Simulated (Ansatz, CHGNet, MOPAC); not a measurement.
Litharge SnO: properties by level of theory

Reference values: lattice constant a 3.801 Å (measured, temperature not stated, not corrected to a static lattice; as tabulated in Electronic properties of the Sn1−xPbxO alloy and band alignment of the SnO/PbO …); lattice parameter c 4.835 Å (measured, temperature not stated, no zero-point or thermal correction; as tabulated in Electronic properties of the Sn1−xPbxO alloy and band alignment of the SnO/PbO …).

| level (code) | equilibrium lattice constant a (Å) | lattice parameter c (Å) |
|---|---|---|
| PM6 semi-empirical Hartree-Fock (MOPAC) | 3.930 | 7.141 |
| CHGNet-r²SCAN | 3.727 | 5.475 |
| PBE-D4 (Ansatz) | 3.834 | … |
| r²SCAN+SOC (Ansatz) | … | … |
| r²SCAN+rVV10 (Ansatz) | … | … |

Question: Some entries are withheld; supply them.

Answer: 
- PBE-D4 (Ansatz, an electronic-structure program), lattice parameter c (Å): 4.736
- r²SCAN+SOC (Ansatz), equilibrium lattice constant a (Å): 3.806
- r²SCAN+SOC (Ansatz), lattice parameter c (Å): 4.936
- r²SCAN+rVV10 (Ansatz), equilibrium lattice constant a (Å): 3.793
- r²SCAN+rVV10 (Ansatz), lattice parameter c (Å): 4.761

Differences from the reference values (errors of the level alone only where the reference is corrected to a static lattice):

```tsv
level	lattice constant a (%)	lattice parameter c (%)
PM6 semi-empirical Hartree-Fock (MOPAC)	+3.39	+48
CHGNet-r²SCAN	-1.95	+13.2
PBE-D4	+0.87	-2.05
r²SCAN+SOC	+0.13	+2.09
r²SCAN+rVV10	-0.21	-1.53
```

Nearest: lattice constant a, not ranked (reference at room or unstated temperature); lattice parameter c, not ranked (reference at room or unstated temperature). Values with a doubt, or to which a potential was fitted, aren't ranked.

Machine-learned potentials (CHGNet-r²SCAN) are trained on DFT data: a solid inside that data is no test of them.

Caveats: a distance lies near a switch of the dispersion term, which can move the cell (PBE-D4); the cell comes from a level without a dispersion term, which matters for the spacing of layers, chains or molecules (r²SCAN+SOC); the cell has another shape than the first-principles one, perhaps another minimum in the same group (CHGNet-r²SCAN); the cell moved over 20 % in volume from its start (PM6 semi-empirical Hartree-Fock (MOPAC)); the method was fitted mainly to molecules (PM6 semi-empirical Hartree-Fock (MOPAC)); the run uses a supercell at the zone centre in place of a k mesh (PM6 semi-empirical Hartree-Fock (MOPAC)). Ansatz's density-functional and Hartree–Fock values are scalar-relativistic unless marked +SOC, with PAW data made under PBE.

Differences are worked out from the printed values.

Computed values are for the static lattice.
